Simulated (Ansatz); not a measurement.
**Lattice parameter a of some tetrahedrally bonded semiconductors and semimetals**

Method: rVV10 in Ansatz (plane waves, PAW). References are measured values corrected to a static lattice or taken at low temperature (these still hold zero-point motion). The table is a random draw of 6 from 17 solids with such references.

Values in Å.

```json
[
 {"solid": "3C-SiC", "reference": "4.346*", "rVV10": "4.394", "error (%)": "+1.10"},
 {"solid": "diamond", "reference": "3.553* (3.543–3.555)", "rVV10": "3.585", "error (%)": "+0.90"},
 {"solid": "diamond-structure Si", "reference": "5.421*", "rVV10": "5.484", "error (%)": "+1.16"},
 {"solid": "zinc-blende GaAs", "reference": "5.64*", "rVV10": "5.779", "error (%)": "+2.46"},
 {"solid": "zinc-blende AlAs", "reference": "5.649*", "rVV10": "5.751", "error (%)": "+1.81"},
 {"solid": "wurtzite AlN", "reference": "3.111¶", "rVV10": "3.133", "error (%)": "+0.71"}
]
```

Over these 6 solids the mean error is +1.36 %, the mean absolute error 1.36 % (median 1.13 %), and the worst case zinc-blende GaAs at +2.46 %; the value is too high in 6 of 6 cases. Over all 17, from unrounded values, the mean error is +1.66 % and the mean absolute error 1.66 % (median 1.27 %). Caveats on values not shown: the gap of the solid is closed in this run (3).

A star marks references brought to a static lattice; the others are low-temperature values that still hold zero-point motion, which matters most for light elements.

¶ marks references of a special kind: wurtzite AlN, 3.111 Å (measured, low temperature, extrapolated to low temperature; as tabulated in arXiv:1206.3780).

Brackets give the range of the sources taken for a reference, where it is wide; it can hold other temperatures.

Differences are worked out from the printed values.

Caveats: the gap of the solid is closed in this run (zinc-blende GaAs). Ansatz's density-functional and Hartree–Fock values are scalar-relativistic unless marked +SOC, with PAW data made under PBE.

Not in this set, of the tetrahedrally bonded semiconductors and semimetals with a reference value in our tables and a result at some level: 22 for a reference at room or unstated temperature; 2 for a high-temperature or high-pressure phase; 1 for a cell known from the COD alone. These can be a level's best or worst cases. At least 6 more with a reference value are held back for tests. Solids without a released value at any level aren't counted. Layered and molecular crystals are counted apart. The metals Ce to Yb are counted apart.

References as tabulated in Mejia-Rodriguez and Trickey (2018), arXiv:1807.09216; arXiv:1206.3780.

Ansatz is an electronic-structure program.
